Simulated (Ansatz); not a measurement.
Potential energy surface of H2Si, singlet: symmetric bend, bond length relaxed. Scanned: H-Si-H angle. Other coordinates (Si-H bond length) were minimised at B3LYP/def2-TZVP.

Levels of theory: RKS-PBE/aug-cc-pVDZ = restricted PBE/aug-cc-pVDZ (Ansatz, a program for electronic structure); CCSD(T)/aug-cc-pVDZ = CCSD(T) on RHF/aug-cc-pVDZ, frozen core run with Ansatz; RKS-PBE0/aug-cc-pVDZ = restricted PBE0/aug-cc-pVDZ run with Ansatz; FCI/aug-cc-pVDZ = full CI/aug-cc-pVDZ, frozen core in Ansatz.

Cost and accuracy over the 13 points of the scan, with FCI/aug-cc-pVDZ as yardstick. Costs are rough ratios of core time within Ansatz on shared cores, each with its mean field (Kohn-Sham runs search longer for lower solutions than correlated ones do); the miss is the largest error against full CI of the profile after the mean shift, in kcal/mol.

Task: Which is the cheapest of these levels that stays within 2.5 kcal/mol of FCI/aug-cc-pVDZ?

Result: RKS-PBE0/aug-cc-pVDZ.

```tsv
level	relative cost	largest error
RKS-PBE/aug-cc-pVDZ	1	2.7
CCSD(T)/aug-cc-pVDZ	1	2.9
RKS-PBE0/aug-cc-pVDZ	1	2.4
```

Costs within a factor of two of each other count as equal.
